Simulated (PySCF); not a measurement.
## Working with the constants of SN⁻

ROHF-CCSD(T) constants of SN⁻, ³Σ⁻ (triplet), unpaired electrons π ↑↑ (S aug-cc-pV(D+d)Z, N aug-cc-pVDZ; no relativity (PySCF 2.14); masses 31.9721 and 14.0031 u):

```
ωe   : 888.2 cm⁻¹
ωexe : 5.75 cm⁻¹
Be   : 0.65752 cm⁻¹
αe   : 0.00635 cm⁻¹
```

**Question.** What force constant and bond length do these constants imply?

**Answer.** Reduced mass μred = 9.7380 u; k = 5.8918×10⁻⁷·μred·ωe² (u, cm⁻¹, mdyn/Å) = 4.53 mdyn/Å; Re = √(16.8576/(μred·Be)) (u, cm⁻¹, Å) = 1.623 Å.

**Question.** Estimate the centrifugal constant D from the Kratzer relation and find the Dunham coefficient a1.

**Answer.** D = 4Be³/ωe² = 1.44e-06 cm⁻¹; a1 = −1 − αeωe/(6Be²) = -3.17.

Correlated steps freeze 6 core orbitals. The CCSD T1 diagnostic is raised, a sign that a single reference may not be enough here. The state is the lowest determinant that a PBE0 search found; another state may lie lower at other levels.
